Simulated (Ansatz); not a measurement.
Nudged elastic band run: H8SSi2

The input (input.yaml):

```yaml
crystal:
  periodic: [false, false, false]
  atoms:
    - { symbol: Si, position_ang: [-0.150702, 0.221526, -0.108051] }
    - { symbol: H, position_ang: [-0.313119, 0.280426, 1.391068] }
    - { symbol: H, position_ang: [1.318961, 0.243894, -0.434623] }
    - { symbol: H, position_ang: [-0.776529, 1.475533, -0.672203] }
    - { symbol: Si, position_ang: [-1.189401, -1.678208, -0.980686] }
    - { symbol: H, position_ang: [-1.825168, -2.494554, 0.11766] }
    - { symbol: H, position_ang: [-2.290896, -1.28787, -1.93829] }
    - { symbol: H, position_ang: [-0.21012, -2.548124, -1.723143] }
    - { symbol: S, position_ang: [1.307564, -2.592111, 1.161367] }
    - { symbol: H, position_ang: [0.205387, -3.334218, 1.471779] }
    - { symbol: H, position_ang: [1.065224, -1.738694, 2.198121] }
basis:
  gaussian: { orbitals: def2-SVP }
hamiltonian:
  xc: lda
neb:
  order_check: false
  images: 5
  f_tol: 0.05
  max_iterations: 60
  final_atoms:
    - { symbol: Si, position_ang: [0.55391261, -0.48810147, -0.4175629] }
    - { symbol: H, position_ang: [-1.0603706, -0.72344619, 2.58689455] }
    - { symbol: H, position_ang: [1.43455834, -0.02339114, -1.54577223] }
    - { symbol: H, position_ang: [0.08002869, 0.72596799, 0.34326952] }
    - { symbol: Si, position_ang: [-1.24197004, -1.76072805, -1.17001865] }
    - { symbol: H, position_ang: [-1.90678359, -2.36303227, 0.04364953] }
    - { symbol: H, position_ang: [-2.26151279, -0.94936242, -1.92810332] }
    - { symbol: H, position_ang: [-0.73737601, -2.87860622, -2.0437556] }
    - { symbol: S, position_ang: [1.81211818, -1.77676485, 0.76629509] }
    - { symbol: H, position_ang: [0.7596639, -2.39242352, 1.38257247] }
    - { symbol: H, position_ang: [-0.29106769, -0.82251186, 2.46553055] }
  initial_path:
    images:
      - { positions_ang: [[-0.150702, 0.221526, -0.108051], [-0.313119, 0.280426, 1.391068], [1.318961, 0.243894, -0.434623], [-0.776529, 1.475533, -0.672203], [-1.189401, -1.678208, -0.980686], [-1.825168, -2.494554, 0.11766], [-2.290896, -1.28787, -1.93829], [-0.21012, -2.548124, -1.723143], [1.307564, -2.592111, 1.161367], [0.205387, -3.334218, 1.471779], [1.065224, -1.738694, 2.198121]] }
      - { positions_ang: [[-0.09828341, 0.14724388, -0.07116686], [-0.20657037, 0.18522762, 1.53157778], [1.34042107, 0.16003993, -0.45094624], [-0.74259982, 1.38194892, -0.6084908], [-1.1425115, -1.72067608, -0.90064152], [-1.78666148, -2.48888635, 0.20327712], [-2.20941041, -1.32962976, -1.86937169], [-0.16864458, -2.60384454, -1.60018665], [1.17518094, -2.44655466, 1.0321567], [0.14522129, -3.28407189, 1.12439784], [0.83505925, -1.45319705, 2.09239335]] }
      - { positions_ang: [[-0.04586481, 0.07296175, -0.03428272], [-0.10002173, 0.09002924, 1.67208756], [1.36188114, 0.07618586, -0.46726948], [-0.70867065, 1.28836483, -0.5447786], [-1.095622, -1.76314416, -0.82059704], [-1.74815495, -2.4832187, 0.28889423], [-2.12792483, -1.37138952, -1.80045339], [-0.12716916, -2.65956508, -1.47723031], [1.04279789, -2.30099833, 0.90294639], [0.08505559, -3.23392579, 0.77701667], [0.60489451, -1.16770011, 1.98666569]] }
      - { positions_ang: [[0.00655378, -0.00132037, 0.00260143], [0.0065269, -0.00516914, 1.81259733], [1.38334121, -0.00766821, -0.48359273], [-0.67474147, 1.19478075, -0.48106641], [-1.0487325, -1.80561224, -0.74055256], [-1.70964843, -2.47755106, 0.37451135], [-2.04643924, -1.41314928, -1.73153508], [-0.08569373, -2.71528562, -1.35427396], [0.91041483, -2.15544199, 0.77373609], [0.02488988, -3.18377968, 0.42963551], [0.37472976, -0.88220316, 1.88093804]] }
      - { positions_ang: [[0.18900672, -0.16358074, -0.13745335], [-0.3491056, -0.24459482, 2.0706964], [1.40041359, -0.01290918, -0.83765256], [-0.42315142, 1.03850983, -0.20628776], [-1.11314501, -1.79065084, -0.88370792], [-1.77536015, -2.43937813, 0.26422407], [-2.11813042, -1.25855366, -1.79705783], [-0.30292116, -2.76972582, -1.58410118], [1.21098262, -2.02921628, 0.77125575], [0.26981456, -2.91999429, 0.74728116], [0.15279728, -0.86230606, 2.07580221]] }
      - { positions_ang: [[0.37145967, -0.32584111, -0.27750813], [-0.7047381, -0.48402051, 2.32879548], [1.41748596, -0.01815016, -1.1917124], [-0.17156136, 0.88223891, 0.06849088], [-1.17755753, -1.77568944, -1.02686329], [-1.84107187, -2.4012052, 0.1539368], [-2.18982161, -1.10395804, -1.86258057], [-0.52014858, -2.82416602, -1.81392839], [1.5115504, -1.90299056, 0.76877542], [0.51473923, -2.65620891, 1.06492682], [-0.06913521, -0.84240896, 2.27066638]] }
      - { positions_ang: [[0.55391261, -0.48810147, -0.4175629], [-1.0603706, -0.72344619, 2.58689455], [1.43455834, -0.02339114, -1.54577223], [0.08002869, 0.72596799, 0.34326952], [-1.24197004, -1.76072805, -1.17001865], [-1.90678359, -2.36303227, 0.04364953], [-2.26151279, -0.94936242, -1.92810332], [-0.73737601, -2.87860622, -2.0437556], [1.81211818, -1.77676485, 0.76629509], [0.7596639, -2.39242352, 1.38257247], [-0.29106769, -0.82251186, 2.46553055]] }
```

Run as:

```bash
$ ansatz run input.yaml --threads 2 --pin off --max-ram 3072MiB --backend cpu --events-out ev --progress --plain --runs-dir out
```

Output, in part (warnings, iteration lines, the closing report on the highest movable image, with atoms numbered from 0):

```
NEB end point (image 0): max|allowed force component| = 1.191e-3 eV/Å (the criterion of neb.relax_end_points is 1.000e-2)
NEB end point (image 6): max|allowed force component| = 5.473e-3 eV/Å (the criterion of neb.relax_end_points is 1.000e-2)
NEB iter   1: max|band force component| = 4.266e0 eV/Å  barrier→ = 3.5138 eV  barrier← = 3.6718 eV  Δτ_max = 0.1987 Å  (169 SCF iters)
NEB iter   2: max|band force component| = 2.894e0 eV/Å  barrier→ = 2.9559 eV  barrier← = 3.1138 eV  Δτ_max = 0.2000 Å  (144 SCF iters)
NEB iter   3: max|band force component| = 1.681e0 eV/Å  barrier→ = 2.1562 eV  barrier← = 2.3141 eV  Δτ_max = 0.2000 Å  (134 SCF iters)
NEB iter   4: max|band force component| = 9.381e-1 eV/Å  barrier→ = 1.4782 eV  barrier← = 1.6361 eV  Δτ_max = 0.1989 Å  (134 SCF iters)
NEB iter   5: max|band force component| = 6.246e-1 eV/Å  barrier→ = 1.1722 eV  barrier← = 1.3301 eV  Δτ_max = 0.1711 Å  (130 SCF iters)
NEB iter   6: max|band force component| = 9.486e-1 eV/Å  barrier→ = 1.1472 eV  barrier← = 1.3051 eV  CI = image 2  Δτ_max = 0.1990 Å  (130 SCF iters)
NEB iter   7: max|band force component| = 1.128e0 eV/Å  barrier→ = 1.5306 eV  barrier← = 1.6885 eV  CI = image 2  Δτ_max = 0.1010 Å  (136 SCF iters)
NEB iter   8: max|band force component| = 6.254e-1 eV/Å  barrier→ = 1.6143 eV  barrier← = 1.7722 eV  CI = image 2  Δτ_max = 0.1116 Å  (129 SCF iters)
NEB iter   9: max|band force component| = 2.194e-1 eV/Å  barrier→ = 1.6311 eV  barrier← = 1.7890 eV  CI = image 2  Δτ_max = 0.0860 Å  (130 SCF iters)
NEB iter  10: max|band force component| = 1.712e-1 eV/Å  barrier→ = 1.6284 eV  barrier← = 1.7863 eV  CI = image 2  Δτ_max = 0.0756 Å  (132 SCF iters)
NEB iter  11: max|band force component| = 1.098e-1 eV/Å  barrier→ = 1.6215 eV  barrier← = 1.7794 eV  CI = image 2  Δτ_max = 0.0580 Å  (134 SCF iters)
NEB iter  12: max|band force component| = 8.260e-2 eV/Å  barrier→ = 1.6164 eV  barrier← = 1.7743 eV  CI = image 2  Δτ_max = 0.1104 Å  (132 SCF iters)
NEB iter  13: max|band force component| = 2.145e-1 eV/Å  barrier→ = 1.6088 eV  barrier← = 1.7667 eV  CI = image 2  Δτ_max = 0.0554 Å  (133 SCF iters)
NEB iter  14: max|band force component| = 2.091e-1 eV/Å  barrier→ = 1.6026 eV  barrier← = 1.7606 eV  CI = image 2  Δτ_max = 0.0554 Å  (132 SCF iters)
NEB iter  15: max|band force component| = 1.161e-1 eV/Å  barrier→ = 1.5956 eV  barrier← = 1.7535 eV  CI = image 2  Δτ_max = 0.1108 Å  (132 SCF iters)
NEB iter  16: max|band force component| = 1.778e-1 eV/Å  barrier→ = 1.5813 eV  barrier← = 1.7392 eV  CI = image 2  Δτ_max = 0.1108 Å  (131 SCF iters)
NEB iter  17: max|band force component| = 2.317e-1 eV/Å  barrier→ = 1.5694 eV  barrier← = 1.7273 eV  CI = image 2  Δτ_max = 0.1107 Å  (132 SCF iters)
NEB iter  18: max|band force component| = 2.151e-1 eV/Å  barrier→ = 1.5634 eV  barrier← = 1.7213 eV  CI = image 2  Δτ_max = 0.1995 Å  (132 SCF iters)
NEB iter  19: max|band force component| = 1.225e-1 eV/Å  barrier→ = 1.5600 eV  barrier← = 1.7179 eV  CI = image 2  Δτ_max = 0.1988 Å  (132 SCF iters)
NEB iter  20: max|band force component| = 7.633e-2 eV/Å  barrier→ = 1.5582 eV  barrier← = 1.7161 eV  CI = image 2  Δτ_max = 0.0396 Å  (132 SCF iters)
NEB iter  21: max|band force component| = 6.556e-2 eV/Å  barrier→ = 1.5578 eV  barrier← = 1.7157 eV  CI = image 2  Δτ_max = 0.0466 Å  (131 SCF iters)
NEB iter  22: max|band force component| = 4.969e-2 eV/Å  barrier→ = 1.5575 eV  barrier← = 1.7155 eV  CI = image 2  Δτ_max = 0.0000 Å  (255 SCF iters)
Total energy: -26607.34434005 eV, -977.8018693909 hartree
Atom 0 at    -0.001369    -0.322029     0.073600 Å, force    -0.035573    -0.008931    -0.043719 eV/Å
Atom 1 at     0.460587     0.183404     1.670071 Å, force     0.002885     0.023586     0.030124 eV/Å
Atom 2 at     1.242227     0.181878    -0.599539 Å, force     0.007239     0.004258    -0.002848 eV/Å
Atom 3 at    -0.967354     0.847951     0.253326 Å, force     0.008171    -0.006970    -0.001873 eV/Å
Atom 4 at    -1.219455    -1.882611    -1.184701 Å, force     0.001620     0.002498     0.012403 eV/Å
Atom 5 at    -2.040328    -2.711511    -0.225829 Å, force     0.003250     0.001837    -0.003512 eV/Å
Atom 6 at    -2.174577    -1.228931    -2.156611 Å, force    -0.003186     0.002369    -0.003991 eV/Å
Atom 7 at    -0.277169    -2.797082    -1.921588 Å, force     0.001379    -0.001368    -0.001497 eV/Å
Atom 8 at     1.192886    -2.301756     1.108446 Å, force    -0.001097     0.006457     0.003189 eV/Å
Atom 9 at     0.054974    -2.700402     1.751537 Å, force     0.000968     0.000472     0.000971 eV/Å
Atom 10 at     0.870780    -0.721309     1.714288 Å, force     0.014345    -0.024208     0.010755 eV/Å
Dipole moment:    -0.121849     0.100082     0.145613 e Å
```

The forces met the threshold. A structure lower than the last end lies on the path between it and the top, so the climb from that side starts below the end, which may itself be a saddle point or a shallow side well. Neighbouring images differ by up to 1.6 eV, so the band resolves the path poorly. A vibrational analysis at the climbing image gives one clearly imaginary mode, 1037i cm⁻¹: a first-order saddle point. The orbitals stay closed-shell, which can raise the energy where a bond breaks towards radicals; this wasn't checked here.

Final band (atoms are numbered from 1 in the order of the input):

```json
{"image": "0", "path coordinate (Å)": "0.00", "energy (eV)": "0.00", "Si1–H2 (Å)": "1.51", "S9–H11 (Å)": "1.36", "Si1–S9 (Å)": "3.41"}
{"image": "1", "path coordinate (Å)": "1.23", "energy (eV)": "0.11", "Si1–H2 (Å)": "1.51", "S9–H11 (Å)": "1.37", "Si1–S9 (Å)": "3.29"}
{"image": "2", "path coordinate (Å)": "2.45", "energy (eV)": "1.56", "Si1–H2 (Å)": "1.74", "S9–H11 (Å)": "1.72", "Si1–S9 (Å)": "2.53"}
{"image": "3", "path coordinate (Å)": "3.87", "energy (eV)": "0.01", "Si1–H2 (Å)": "2.72", "S9–H11 (Å)": "2.36", "Si1–S9 (Å)": "2.18"}
{"image": "4", "path coordinate (Å)": "5.29", "energy (eV)": "-0.18", "Si1–H2 (Å)": "3.69", "S9–H11 (Å)": "2.69", "Si1–S9 (Å)": "2.15"}
{"image": "5", "path coordinate (Å)": "6.72", "energy (eV)": "-0.17", "Si1–H2 (Å)": "3.64", "S9–H11 (Å)": "2.72", "Si1–S9 (Å)": "2.16"}
{"image": "6", "path coordinate (Å)": "8.14", "energy (eV)": "-0.16", "Si1–H2 (Å)": "3.42", "S9–H11 (Å)": "2.87", "Si1–S9 (Å)": "2.16"}
```

Run time: 110 s on 2 threads of Arm Neoverse V1, with other jobs on the host, peak memory 0.13 GiB.
